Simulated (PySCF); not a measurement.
C₆H₇ (doublet state).
Numbering: `[CH:1]#[C:2][C:3]1([CH2:4])[CH2:5][CH2:6]1` (hydrogens: H7 on C1; H8, H9 on C4; H10, H11 on C5; H12, H13 on C6)

Structure used (GFN2-xTB), in Å, numbered top down from 1:
```
atom  x, y, z in Å
C1     2.537    0.277    0.354
C2     1.353    0.261    0.174
C3    -0.065    0.238   -0.042
C4    -0.681    1.505   -0.318
C5    -0.841   -0.833    0.744
C6    -0.614   -1.036   -0.707
H7     3.574    0.295    0.511
H8    -0.092    2.399   -0.362
H9    -1.738    1.565   -0.493
H10   -0.273   -1.426    1.444
H11   -1.830   -0.564    1.082
H12    0.112   -1.771   -1.019
H13   -1.445   -0.909   -1.384
```

The hyperfine couplings belong to this conformer and change with its torsions.

Level of theory: UKS B3LYP, pcH-1 on C H, non-relativistic, mean-field spin-orbit, GIAO (PySCF 2.14.0). Geometry: GFN2-xTB, one conformer, isolated molecule. The geometry wasn't refined by DFT: couplings that depend on bond lengths, twists or pyramidal angles can differ widely from those at the functional's own minimum. No stability test was run, so a lower SCF solution isn't excluded.

Principal values of hyperfine tensors in MHz (contact and dipolar terms together), for some of the nuclei:

| atom | isotope | A1 | A2 | A3 | alike by the symmetry of this geometry |
| --- | --- | --- | --- | --- | --- |
| C4 | 13C | 3.89 | 4.72 | 234.38 | none |
| H9 | 1H | -95.79 | -59.45 | -22.23 | none |
| C6 | 13C | 40.11 | 40.17 | 68.27 | C5 |
| C3 | 13C | -42.44 | -41.85 | -37.04 | none |
| H12 | 1H | 5.00 | 8.41 | 16.70 | H10 |
| H13 | 1H | -12.36 | -7.25 | 1.30 | H11 |
| C2 | 13C | 1.03 | 1.89 | 2.89 | none |
| C1 | 13C | -2.62 | -1.93 | 0.57 | none |

Task: Split each tensor into its isotropic and traceless parts, and turn a_iso into mT with g = 2.0026.

Result: a_iso = (A1 + A2 + A3)/3, Ti = Ai − a_iso; 1 mT corresponds to 28.029 MHz.

```tsv
atom	a_iso (MHz)	a_iso (mT)	T1	T2	T3
C4	81.00	2.890	-77.10	-76.28	153.38
H9	-59.16	-2.111	-36.63	-0.29	36.93
C6	49.52	1.767	-9.41	-9.35	18.75
C3	-40.45	-1.443	-2.00	-1.41	3.40
H12	10.04	0.358	-5.04	-1.62	6.66
H13	-6.10	-0.218	-6.26	-1.14	7.40
C2	1.94	0.069	-0.91	-0.05	0.96
C1	-1.32	-0.047	-1.29	-0.61	1.90
```

Task: What spin density at the nucleus of C6 lies behind its contact coupling (g_N = 1.40482)?

Result: a_FC = 800.24 MHz bohr³ × g_N × ρ(0)/(2S). With a_FC = 49.52 MHz and 2S = 1, ρ(0) = 0.04405 bohr⁻³.

Task: H8 (1H, g_N = 5.58569) isn't in the table. Its spin density at the nucleus is -0.01402 bohr⁻³. What is its contact coupling?

Result: By the same relation, a_FC = -62.7 MHz. Its full tensor has the principal values -100.19, -62.44, -25.36 MHz.

Task: Which nucleus of the table has the largest anisotropic coupling, and what is its form?

Result: C4: -77.1, -76.3, 153.4 MHz, axial, in the ratio −1:−1:+2, the form that spin in one p orbital centred on that nucleus gives.

Task: In a single crystal, with the field along each principal axis of the tensor of C4 in turn, what first-order splitting does this nucleus give (isotropic g, quadrupole terms neglected)?

Result: 2 lines (I = 1/2), spaced by |A_i|/(g × 13.996): 0.14, 0.17, 8.36 mT along the axes of A1, A2 and A3.

The run took 22 s wall (grids of density and orbitals included) on an Intel Xeon 6975P-C with one thread, on a shared host, and the process peaked at 0.87 GiB of memory.
